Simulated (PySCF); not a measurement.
First SCF of a structure search on doublet AlF₂, at a hand-made bent geometry. PySCF input:

```python
from pyscf import gto, scf, dft
mol = gto.M(atom='''
Al     0.000000     0.000000     0.000000
F      1.556400     0.000000     1.089800
F     -1.556400     0.000000     1.089800''',
    basis={'Al': 'def2-TZVP', 'F': 'def2-TZVP'},
    charge=0, spin=1)
mf = dft.UKS(mol, xc='PBE')
mf.grids.atom_grid = (50, 194)
aux = {'Al': 'def2-universal-JKFIT', 'F': 'def2-universal-JKFIT'}
mf = mf.density_fit(auxbasis=aux)
mf.conv_tol = 1e-08
mf.diis_space = 10
mf.max_cycle = 60
mf.init_guess = 'minao'
mf.verbose = 4
mf.kernel()
```

Excerpt of the output (cycles alone):

```
init E= -441.819373231489
cycle= 1 E= -441.766132275407  delta_E= 0.0532  |g|= 0.71  |ddm|=  1.1
cycle= 2 E= -438.060986269274  delta_E= 3.71  |g|=    3  |ddm|= 1.93
cycle= 3 E= -441.9606548113  delta_E= -3.9  |g|= 0.0946  |ddm|= 1.63
cycle= 4 E= -441.960765232544  delta_E= -0.00011  |g|= 0.0815  |ddm|= 0.158
cycle= 5 E= -441.963856066189  delta_E= -0.00309  |g|= 0.0116  |ddm|= 0.0632
cycle= 6 E= -441.963907041307  delta_E= -5.1e-05  |g|= 0.00119  |ddm|= 0.00754
cycle= 7 E= -441.963907503348  delta_E= -4.62e-07  |g|= 0.000198  |ddm|= 0.000903
cycle= 8 E= -441.963907529788  delta_E= -2.64e-08  |g|= 5.69e-05  |ddm|= 0.000255
cycle= 9 E= -441.96390753206  delta_E= -2.27e-09  |g|= 1.92e-05  |ddm|= 8.64e-05
Extra cycle  E= -441.963907532156  delta_E= -9.54e-11  |g|= 1.1e-05  |ddm|= 1.9e-05
converged SCF energy = -441.963907532156  <S^2> = 0.75157426  2S+1 = 2.0015736
```

No lower solution of this spin was found by a stability analysis within the unrestricted form.

The search for the lowest solution, with the stability check, took 2.2 s on 4 threads of a shared AMD EPYC 9R45 96-Core (Zen 5) host, with 99 basis functions; the process peaked at 0.28 GiB.
